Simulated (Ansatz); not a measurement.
Litharge PbO was calculated with r²SCAN (PAW; Ansatz, a first-principles code).

Run with plane-wave cutoff 560 eV, 8×8×8 k mesh, Fermi–Dirac smearing 0.01 eV, scalar-relativistic PAW data made under PBE.

The cell is scaled about its equilibrium volume:

Shape and atoms are relaxed at each volume.

| V (Å³/atom) | P (GPa) | direct gap at Γ (eV) | smallest gap on the k mesh (eV) | c (Å) |
|---|---|---|---|---|
| 20.351 | 0.66 | 2.694 | 1.651 | 5.133 |
| 20.774 | 0.30 | 2.605 | 1.745 | 5.234 |
| 21.198 | 0.00 | 2.528 | 1.842 | 5.335 |
| 21.622 | -0.23 | 2.462 | 1.939 | 5.437 |
| 22.046 | -0.41 | 2.406 | 2.038 | 5.541 |

The fundamental gap (1.84 eV at the equilibrium volume, with added k points) lies elsewhere than Γ–Γ.

Note: for a layered or molecular solid the relaxed cell lies over 5 % above the published volume, where the minimum can be shallow; the cell comes from a level without a dispersion term, which matters for the spacing of layers, chains or molecules; the bulk modulus comes from volumes at which shape and atoms were relaxed.

Spin–orbit coupling is not included; with these elements it can move the gap by several tenths of an eV or more.
